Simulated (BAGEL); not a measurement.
# CASPT2(10,8)/6-31G(d) (density fitting with qzvpp-jkfit, spherical functions) run of P2 (diphosphorus)

What is the vertical electron affinity of P2 (diphosphorus) at CASPT2(10,8)/6-31G* (density fitting with qzvpp-jkfit, spherical functions)? 

The calculation is run with BAGEL 1.2.2.

1 further run of the same task is left out (set aside as unsound or not needed). Runs told in other sessions of the task aren't counted.

**1. The molecule**

P2: 2 atoms, total charge 0, spin state singlet. SMILES: `P#P`. Geometry: the measured bond length.

Bond lengths: P1–P2 1.893 Å.

**2. A single-point energy at CASPT2(10,8)/6-31G(d) (density fitting with qzvpp-jkfit, spherical functions)**

Contents of job.json:

```json
{ "bagel": [

{
  "title": "molecule",
  "basis": "6-31gs.json",
  "df_basis": "qzvpp-jkfit",
  "angstrom": true,
  "geometry": [
    { "atom": "P", "xyz": [       0.000000,       0.000000,       0.000000 ] },
    { "atom": "P", "xyz": [       0.000000,       0.000000,       1.893400 ] }
  ]
},

{
  "title": "hf"
},

{
  "title": "casscf",
  "nstate": 1,
  "nact": 8,
  "nclosed": 10,
  "maxiter": 200,
  "natocc": true
},

{
  "title": "print",
  "file": "orbitals.molden",
  "orbitals": true
},

{
  "title": "smith",
  "method": "caspt2",
  "ms": true,
  "xms": true,
  "sssr": true,
  "shift": 0.0,
  "ncore": 10
}

]}
```

The basis set 6-31G* is read from a file made from the Basis Set Exchange's data (not shown).

Command:

```sh
$ BAGEL_NUM_THREADS=1 BAGEL job.json > job.out
```

What it wrote:

```text
* using 1 threads per process

  ===============================================================
  ===============================================================

  *** Geometry ***

  { "atom" : "P", "xyz" : [      0.000000,      0.000000,      0.000000 ] },
  { "atom" : "P", "xyz" : [      0.000000,      0.000000,      3.578007 ] },

  Number of auxiliary basis functions:      256

  Since a DF basis is specified, we compute 2- and 3-index integrals:
    o Being stored without compression. Storage requirement is 0.003 GB

  Number of basis functions:       36
  Number of electrons      :       30

    * METHOD: MOLECULE                             0.05

  *** RHF ***

  === Nuclear Repulsion ===
    62.8841620369

      * DIIS with orbital gradients will be used.

  === RHF iteration (6-31gs.json) ===
      0       -681.41213642          0.00429679           0.01
      1       -681.42050508          0.00172541           0.01
      2       -681.42136729          0.00038092           0.01
      3       -681.42143811          0.00003007           0.01
      4       -681.42143836          0.00000690           0.01
      5       -681.42143838          0.00000091           0.01
      6       -681.42143838          0.00000005           0.01
      7       -681.42143838          0.00000001           0.01
      8       -681.42143838          0.00000000           0.01
    * SCF iteration converged.

    * Permanent dipole moment:
           (   -0.000000,     0.000000,    -0.000000) a.u.

    * METHOD: HF                                   0.10

  ---------------------------
      CASSCF calculation
  ---------------------------

    * nstate   :      1
    * nclosed  :     10
    * nact     :      8
    * nvirt    :     18
  === CASSCF iteration (6-31gs.json) ===

    * Using the second-order algorithm

      0  0      -681.48491011     5.09e-03      0.03

      1  0      -681.51496684     1.25e-03      0.07

      2  0      -681.51763826     1.77e-04      0.07

      3  0      -681.51768995     4.62e-05      0.07

      4  0      -681.51769321     1.37e-05      0.07

      5  0      -681.51769346     3.95e-06      0.07

      6  0      -681.51769348     1.11e-06      0.07

      7  0      -681.51769348     3.09e-07      0.07

      8  0      -681.51769348     8.58e-08      0.07

      9  0      -681.51769348     2.38e-08      0.07

     10  0      -681.51769348     6.58e-09      0.06

    * Second-order optimization converged. *

     guess   0:   closed 11111...             open ........

  === FCI iteration ===

      0  0      -681.41961023     5.76e-03      0.00
      1  0      -681.50193899     2.49e-03      0.00
      2  0      -681.51617724     7.59e-04      0.00
      3  0      -681.51758969     2.11e-04      0.00
      4  0      -681.51768288     7.11e-05      0.00
      5  0      -681.51769248     2.27e-05      0.00
      6  0      -681.51769339     7.25e-06      0.00
      7  0      -681.51769347     1.98e-06      0.00
      8  0      -681.51769348     4.26e-07      0.00
      9  0      -681.51769348     1.24e-07      0.00
     10  0      -681.51769348     3.90e-08      0.00
     11  0      -681.51769348     1.40e-08      0.00
     12  0      -681.51769348     4.38e-09      0.00
     13  0      -681.51769348     1.22e-09      0.00
     14  0      -681.51769348     3.13e-10      0.00
     15  0      -681.51769348     1.32e-10      0.00
     16  0 *    -681.51769348     4.79e-11      0.00

     * ci vector, state   0, <S^2> = 0.0000
       22222...     0.9455273419
       2222.2..    -0.1512143079
       222.2.2.    -0.1512143079
       222abab.     0.0900776675
       222baba.     0.0900776675
       2.222.2.    -0.0543783954
       2.2222..    -0.0543783954
       22.22..2    -0.0501808800

    * METHOD: CASSCF                               0.75

    * METHOD: PRINT                                0.00

  === SMITH program ===

    * freezing 10 orbitals

    * Approximate memory requirement for SMITH calulation per MPI process:
      o Storage requirement for T-amplitude, lambda, and residual is 0.00 GB
      o Storage requirement for MO integrals is 0.00 GB
    * Calculating and saving rdm4f

    * Zeroth order energy : state  0       -5.1154037738

    * CASPT2 iteration is performed using redundant basis

      ---- iteration ----

        0    -0.12821032     0.00676405      0.12
        1    -0.12880109     0.00050449      0.12
        2    -0.12880636     0.00004664      0.12
        3    -0.12880640     0.00000552      0.12
        4    -0.12880640     0.00000053      0.12

      -------------------

    * CASPT2 energy : state  0     -681.6464998793
        reference weight              0.9405978038

    * METHOD: SMITH                                1.71

  ===============================================================
```

It took 2.8 s on 1 thread of Arm Neoverse V1, shared host; peak memory 0.2 GiB.

**3. The doublet anion at the same level**

Contents of caspt2.json:

```json
{ "bagel" : [

{
  "title" : "molecule",
  "basis" : "6-31gs.json",
  "df_basis" : "qzvpp-jkfit",
  "angstrom" : "true",
  "geometry" : [
    { "atom" : "P", "xyz" : [    0.000000,    0.000000,    0.000000 ] },
    { "atom" : "P", "xyz" : [    0.000000,    0.000000,    1.893400 ] }
  ]
},
{ "title" : "hf" },
{ "title" : "casscf", "nstate" : 1, "nact" : 8, "nclosed" : 10, "charge" : -1, "nspin" : 1, "maxiter" : 200, "natocc" : "true" },
{ "title" : "print", "file" : "orbitals.molden", "orbitals" : "true" },
{ "title" : "smith", "method" : "caspt2", "ms" : "true", "xms" : "true", "sssr" : "true", "shift" : 0.0, "ncore" : 10 }

]}
```

The basis set 6-31G* is read from a file made from the Basis Set Exchange's data (not shown).

Command:

```sh
$ BAGEL_NUM_THREADS=1 BAGEL caspt2.json > caspt2.out
```

What it wrote:

```text
* using 1 threads per process

  ===============================================================
  ===============================================================

  *** Geometry ***

  { "atom" : "P", "xyz" : [      0.000000,      0.000000,      0.000000 ] },
  { "atom" : "P", "xyz" : [      0.000000,      0.000000,      3.578007 ] },

  Number of auxiliary basis functions:      256

  Since a DF basis is specified, we compute 2- and 3-index integrals:
    o Being stored without compression. Storage requirement is 0.003 GB

  Number of basis functions:       36
  Number of electrons      :       30

    * METHOD: MOLECULE                             0.05

  *** RHF ***

  === Nuclear Repulsion ===
    62.8841620369

      * DIIS with orbital gradients will be used.

  === RHF iteration (6-31gs.json) ===
      0       -681.41213642          0.00429679           0.01
      1       -681.42050508          0.00172541           0.01
      2       -681.42136729          0.00038092           0.01
      3       -681.42143811          0.00003007           0.01
      4       -681.42143836          0.00000690           0.01
      5       -681.42143838          0.00000091           0.01
      6       -681.42143838          0.00000005           0.01
      7       -681.42143838          0.00000001           0.01
      8       -681.42143838          0.00000000           0.01
    * SCF iteration converged.

    * Permanent dipole moment:
           (   -0.000000,     0.000000,    -0.000000) a.u.

    * METHOD: HF                                   0.11

  ---------------------------
      CASSCF calculation
  ---------------------------

    * nstate   :      1
    * nclosed  :     10
    * nact     :      8
    * nvirt    :     18
  === CASSCF iteration (6-31gs.json) ===

    * Using the second-order algorithm

      0  0      -681.44511301     1.54e-02      0.02

      1  0      -681.47262520     1.51e-03      0.06

      2  0      -681.47542971     2.12e-04      0.06

      3  0      -681.47550346     5.44e-05      0.06

      4  0      -681.47550990     1.91e-05      0.06

      5  0      -681.47551059     6.62e-06      0.06

      6  0      -681.47551067     2.24e-06      0.06

      7  0      -681.47551067     7.48e-07      0.06

      8  0      -681.47551068     2.49e-07      0.06

      9  0      -681.47551068     8.24e-08      0.06

     10  0      -681.47551068     2.73e-08      0.06

     11  0      -681.47551068     9.06e-09      0.05

    * Second-order optimization converged. *

     guess   0:   closed 11111...             open .....1..

  === FCI iteration ===

      0  0      -681.41557877     6.12e-03      0.00
      1  0      -681.47008043     2.10e-03      0.00
      2  0      -681.47525171     4.51e-04      0.00
      3  0      -681.47549657     1.04e-04      0.00
      4  0      -681.47550984     2.57e-05      0.00
      5  0      -681.47551063     6.11e-06      0.00
      6  0      -681.47551067     1.36e-06      0.00
      7  0      -681.47551068     3.07e-07      0.00
      8  0      -681.47551068     7.52e-08      0.00
      9  0      -681.47551068     2.01e-08      0.00
     10  0      -681.47551068     4.80e-09      0.00
     11  0      -681.47551068     8.54e-10      0.00
     12  0      -681.47551068     1.82e-10      0.00
     13  0 *    -681.47551068     4.17e-11      0.00

     * ci vector, state   0, <S^2> = 0.7500
       22222a..    -0.9646951756
       2222.a2.    -0.1567998208
       222ab2a.     0.1066152793
       222aa2b.     0.0708259513
       22ba22.a    -0.0556590116
       2.222a2.    -0.0554970827
       22b2aaba     0.0528875350
       22.22a.2    -0.0526324913

    * METHOD: CASSCF                               0.69

    * METHOD: PRINT                                0.00

  === SMITH program ===

    * freezing 10 orbitals

    * Approximate memory requirement for SMITH calulation per MPI process:
      o Storage requirement for T-amplitude, lambda, and residual is 0.00 GB
      o Storage requirement for MO integrals is 0.00 GB
    * Calculating and saving rdm4f

    * Zeroth order energy : state  0       -2.5996047137

    * CASPT2 iteration is performed using redundant basis

      ---- iteration ----

        0    -0.15176396     0.00661534      0.06
        1    -0.15238026     0.00055501      0.06
        2    -0.15238829     0.00005246      0.06
        3    -0.15238836     0.00000621      0.06
        4    -0.15238836     0.00000071      0.06

      -------------------

    * CASPT2 energy : state  0     -681.6278990347
        reference weight              0.9274242496

    * METHOD: SMITH                                1.21

  ===============================================================
```

Wall time 2.2 s (1 thread of Arm Neoverse V1, shared host).

**4. Results**

Level: CASPT2(10,8)/6-31G* (density fitting with qzvpp-jkfit, spherical functions), 10 core orbitals frozen.

| quantity | value |
| --- | --- |
| singlet P2: total energy | -681.64650 Eh |
| doublet anion: total energy | -681.62790 Eh |
| vertical electron affinity (to the doublet anion) | -0.506 eV |

**Reading.** The anion lies 0.51 eV (48.8 kJ/mol) above the neutral: the electron isn't bound at this level, and such a value depends on the basis. Without diffuse functions anions come out too high.
